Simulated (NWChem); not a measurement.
# SiH3Cl (SiClH3): levels of theory compared

We compute a comparison of 6 runs (HF/STO-3G, HF/3-21G, B3LYP/6-31G*, CAM-B3LYP/6-31+G*, PBE0/def2-SVP, PBE0/aug-cc-pVDZ) of SiH3Cl (SiClH3). 

Program for the calculation: NWChem 7.3.0.

1 further run of the same task is left out (set aside as unsound or not needed).

## 1. Starting point

The species is SiH3Cl (5 atoms), meant as a singlet with charge 0. As SMILES, `[H][Si]([H])([H])Cl`. The shape is that of a GFN2-xTB optimisation.

Bond lengths: Si1–Cl2 2.010 Å, Si1–H3 1.458 Å, Si1–H4 1.458 Å, Si1–H5 1.458 Å. Angles: Cl2–Si1–H3 108.3°, Cl2–Si1–H4 108.2°, Cl2–Si1–H5 108.0°, H3–Si1–H4 110.8°, H3–Si1–H5 110.8°, H4–Si1–H5 110.7°.

## 2. Energy and forces at HF/STO-3G (run 1)

clh3si.nw

```
start clh3si
title "SiClH3"
memory 2200 mb

geometry noautosym nocenter noautoz
Si       0.000290       0.001940      -0.129410
Cl       0.010690      -0.020840       1.880630
H        1.382330       0.011210      -0.594910
H       -0.700750       1.203700      -0.566480
H       -0.692550      -1.196020      -0.589840
end

basis spherical bse
* library STO-3G
end

scf
thresh 1e-08
maxiter 80
end

task scf gradient
```

Command:

```sh
$ nwchem clh3si.nw > clh3si.out
```

Log:

```text
[...]
  functions       =    21
[...]
  wavefunction    = RHF
[...]
         Total SCF energy =   -741.972941271498
      One-electron energy =  -1205.239962586591
      Two-electron energy =    375.168166636364
 Nuclear repulsion energy =     88.098854678728
        Time for solution =      0.3s
[...]
                         RHF ENERGY GRADIENTS
    atom               coordinates                        gradient
                 x          y          z           x          y          z
   1 Si      0.000548   0.003666  -0.244549    0.000796  -0.000403   0.060470
   2 Cl      0.020201  -0.039382   3.553875   -0.000443   0.000375  -0.043665
   3 H       2.612225   0.021184  -1.124217    0.018648   0.000102  -0.005917
   4 H      -1.324225   2.274663  -1.070492   -0.009536   0.016193  -0.005360
   5 H      -1.308730  -2.260150  -1.114636   -0.009465  -0.016266  -0.005526
[...]
```

Wall time 1 s (1 thread of Intel Xeon Platinum 8559C (Emerald Rapids), shared host); peak memory 0.099 GiB.

## 3. Energy and forces at HF/3-21G (run 2)

clh3si.nw

```
start clh3si
title "SiClH3"
memory total 2200 mb
geometry units angstroms noautosym nocenter noautoz
 Si    0.000290    0.001940   -0.129410
 Cl    0.010690   -0.020840    1.880630
 H     1.382330    0.011210   -0.594910
 H    -0.700750    1.203700   -0.566480
 H    -0.692550   -1.196020   -0.589840
end
basis spherical bse
 * library 3-21G
end
scf
 thresh 1e-08
 maxiter 80
end
task scf gradient
```

Command:

```sh
$ nwchem clh3si.nw > clh3si.out
```

Log:

```text
[...]
  functions       =    32
[...]
  wavefunction    = RHF
[...]
         Total SCF energy =   -746.446968528069
      One-electron energy =  -1208.815027635676
      Two-electron energy =    374.269204428879
 Nuclear repulsion energy =     88.098854678728
        Time for solution =      0.4s
[...]
                         RHF ENERGY GRADIENTS
    atom               coordinates                        gradient
                 x          y          z           x          y          z
   1 Si      0.000548   0.003666  -0.244549    0.000613  -0.000484   0.059348
   2 Cl      0.020201  -0.039382   3.553875   -0.000558   0.000696  -0.070742
   3 H       2.612225   0.021184  -1.124217   -0.006944  -0.000077   0.003702
   4 H      -1.324225   2.274663  -1.070492    0.003479  -0.006090   0.003719
   5 H      -1.308730  -2.260150  -1.114636    0.003410   0.005955   0.003973
[...]
```

Wall time 1.2 s (1 thread of Intel Xeon Platinum 8559C (Emerald Rapids), shared host); peak memory 0.1 GiB.

Runs 3 to 5 aren't shown in full; the table further down has their settings and results.

## 4. Energy and forces at PBE0/aug-cc-pVDZ (run 6)

input.nw

```
START input
memory stack 880 mb heap 220 mb global 1100 mb
charge 0

GEOMETRY noautosym nocenter noautoz
 Si       0.000290       0.001940      -0.129410
 Cl       0.010690      -0.020840       1.880630
 H        1.382330       0.011210      -0.594910
 H       -0.700750       1.203700      -0.566480
 H       -0.692550      -1.196020      -0.589840
END

BASIS spherical bse
 Si library aug-cc-pVDZ
 Cl library aug-cc-pVDZ
 H library aug-cc-pVDZ
END

DFT
 xc pbe0
 mult 1
 grid xfine
 convergence energy 1e-08
 maxiter 100
 mulliken
END

TASK dft gradient
```

Command:

```sh
$ nwchem input.nw > input.out
```

Log:

```text
[...]
          Wavefunction type:  closed shell.
          No. of atoms     :     5
          No. of electrons :    34
[...]
          Charge           :     0
          Spin multiplicity:     1
[...]
          AO basis - number of functions:    81
[...]
              XC Information
              --------------
                         PBE0 Method XC Functional
                     Hartree-Fock (Exact) Exchange  0.250
          PerdewBurkeErnzerhof Exchange Functional  0.750
            Perdew 1991 LDA Correlation Functional  1.000 local
           PerdewBurkeErnz. Correlation Functional  1.000 non-local
[...]
 d= 0,ls=0.0,diis     1   -751.2294548255 -8.39D+02  7.97D-03  1.85D-01     4.5
[...]
 d= 0,ls=0.0,diis     8   -751.2532926124 -3.97D-10  1.43D-07  1.43D-11    27.6
         Total DFT energy =     -751.253292612361
      One electron energy =    -1213.650586802086
           Coulomb energy =      424.345653503680
    Exchange-Corr. energy =      -50.047213992683
 Nuclear repulsion energy =       88.098854678728
[...]
      Total Density - Mulliken Population Analysis
     ---------------------------------------------
    Atom       Charge   Shell Charges
 -----------   ------   -------------------------------------------------------
    1 Si  14    14.14   2.00  2.03  0.79  0.53 -0.10  6.02  1.55  0.93  0.02  0.30  0.07
    2 Cl  17    17.36   2.00  2.04  0.93  0.98  0.07  6.00  3.11  2.13  0.06  0.02  0.01
    3 H    1     0.83   0.74  0.07  0.01  0.01  0.01
    4 H    1     0.83   0.74  0.07  0.01  0.01  0.01
    5 H    1     0.83   0.74  0.07  0.01  0.01  0.01
[...]
  wavefunction    = closed shell
                         DFT ENERGY GRADIENTS
    atom               coordinates                        gradient
                 x          y          z           x          y          z
   1 Si      0.000548   0.003666  -0.244549    0.000349  -0.000042   0.018135
   2 Cl      0.020201  -0.039382   3.553875   -0.000327   0.000282  -0.032602
   3 H       2.612225   0.021184  -1.124217   -0.012234  -0.000106   0.004800
   4 H      -1.324225   2.274663  -1.070492    0.006156  -0.010674   0.004677
   5 H      -1.308730  -2.260150  -1.114636    0.006056   0.010540   0.004991
[...]
```

Run time: 47 s. Hardware: 1 thread of Intel Xeon Platinum 8559C (Emerald Rapids), shared host; peak memory 0.13 GiB.

## 5. Overview of the runs

```csv
run,level,Cartesian functions,iteration cap,energy (Eh),dipole moment (D),HOMO energy (eV),LUMO energy (eV),wall time
1,HF/STO-3G,no,80,-741.972941,2.76,-10.22,10.21,1 s
2,HF/3-21G,no,80,-746.446969,2.69,-12.31,3.16,1.2 s
3,B3LYP/6-31G* (Cartesian functions),yes,100,-751.528635,–,–,–,11 s
4,CAM-B3LYP/6-31+G* (spherical functions),no,100,-751.504209,1.65,-10.41,0.45,17 s
5,PBE0/def2-SVP,no,100,-751.011280,1.25,-8.89,0.50,9.3 s
6,PBE0/aug-cc-pVDZ,no,100,-751.253293,1.27,-9.03,-0.30,47 s
```

## 6. Outcome

| quantity | value |
| --- | --- |
| run 6: total energy | -751.25329 Eh |
| run 6: dipole moment | 1.27 D |
| run 6: HOMO energy | -9.03 eV |
| run 6: LUMO energy | -0.30 eV |
| run 6: HOMO–LUMO gap | 8.73 eV |
| run 6: largest force on an atom | 1.677 eV/Å |

**Reading.** Over runs 1, 2, 4, 5, 6 the dipole moment (its size) runs from 1.25 D (PBE0/def2-SVP) to 2.76 D (HF/STO-3G). The two ends differ in method and basis. Over runs 1, 2, 4, 5, 6 the HOMO–LUMO gap runs from 8.73 eV (PBE0/aug-cc-pVDZ) to 20.43 eV (HF/STO-3G). Totals of different functionals can't be ranked against each other. In run 1 the basis is minimal, so the values are rough. All runs together took 86 s, the longest 47 s.
